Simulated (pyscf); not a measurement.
Thermochemistry of product channels of HO–SiH(OH)–OH (SMILES O[SiH](O)O) + F• (SMILES [F]) on the doublet surface, in kcal/mol, from CCSD(T)/def2-TZVPP + ΔMP2(QZVPP) energies (ideal gas, 1 atm, RRHO with modes under 100 cm⁻¹ raised to 100, one conformer, R ln 2 for chiral ones without a mode under 150 cm⁻¹). Optimised with ωB97X-D3(BJ)/def2-SVP in PySCF. Correlated levels are frozen-core, on RHF or UHF. ΔMP2 is the change of the MP2 total energy from the triple- to the quadruple-zeta basis.

```csv
products,ΔE,ΔH(298 K),ΔG(600 K),ΔG(900 K)
HO–Si•(OH)–OH (SMILES O[Si](O)O) + HF (SMILES F),-37.9,-37.6,-40.1,-41.3
•O–SiH(OH)–OH (SMILES [O][SiH](O)O) + HF (SMILES F),-12.1,-13.5,-15.8,-16.8
HO–Si(OH)(OH)–F (SMILES O[Si](O)(O)F) + H• (SMILES [H]),-64.0,-67.1,-64.0,-62.9
```

These are energies of the channels, which say nothing of barriers. The CCSD(T) − MP2 part came from Ansatz, without density fitting, on the same reference. Left out: orbital degeneracy and the spin-orbit lowering of F.
